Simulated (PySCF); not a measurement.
(CH3)2CHCH2F, C4H9F.
Numbering: `[CH3:1][CH:2]([CH3:3])[CH2:4][F:5]` (hydrogens: H6, H7, H8 on C1; H9 on C2; H10, H11, H12 on C3; H13, H14 on C4)

The calculation used PBE0-D3(BJ)/def2-SVP geometry optimisation, gas phase in PySCF.

(1) List the bond lengths, angles and torsions at this level.

Results:

(1) 
```csv
bond,length (bohr),order
"C1–C2, C2–C3",2.882,single
C2–C4,2.867,single
C4–F5,2.603,single
C1–H6 and 5 like bonds,2.080,single
C2–H9,2.090,single
"C4–H13, C4–H14",2.087,single
```

Bonds in one row agree within 0.02 bohr and their mean is given. Orders are formal, as drawn. A selection of angles:
```csv
angle,degrees
C2–C1–H6,110.4
C2–C1–H7,111.5
H6–C1–H7,107.7
C1–C2–C3,111.7
C1–C2–C4,111.0
C1–C2–H9,108.6
C4–C2–H9,105.8
C2–C4–F5,110.5
C2–C4–H13,110.9
F5–C4–H13,108.1
H13–C4–H14,108.4
```

Torsions: C1–C2–C4–F5 -63° (synclinal).

Of the pairs four or more bonds apart, F5···H10 is among the closest relative to their van der Waals radii: 2.61 Å, 98 % of the sum of Bondi's values.

Point group: Cs (tolerance 0.08 Å). Whether it is a minimum is left open (no frequencies). One conformer, not necessarily the lowest.

On an Arm Neoverse V1 with one thread, no GPU, shared host with 32 logical CPUs at a one-minute load of 21, this took 17 s of wall time and 0.49 GiB of memory at its peak. That covers the optimisation of the geometry.
